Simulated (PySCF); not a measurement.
# Working with the constants of NaF

PBE0 constants of NaF, ¹Σ⁺ (singlet), closed shell (PySCF, no relativity, basis sets Na def2-TZVP, F def2-TZVP; masses 22.9898 and 18.9984 u):

* ωe: 539.3 cm⁻¹
* ωexe: 3.57 cm⁻¹
* Be: 0.43842 cm⁻¹
* αe: 0.00456 cm⁻¹
* D (centrifugal): 1.16e-06 cm⁻¹
* De to Na + F: 4.58 eV

(1) Estimate the standard entropy (1 bar) and heat capacity of the ideal gas at 500 K, rigid rotor with B0 and harmonic oscillator at the fundamental.

Answers

(1) Translation (Sackur–Tetrode, M = 41.99 u): 166.2 J/(mol K). Rotation: q = kT/(σB0) = 797 with σ = 1, 63.9. Vibration: x = hcν0/kT = 1.53, 5.54. S° = 235.6 J/(mol K); Cp = 7R/2 + 6.86 = 36.0 J/(mol K).
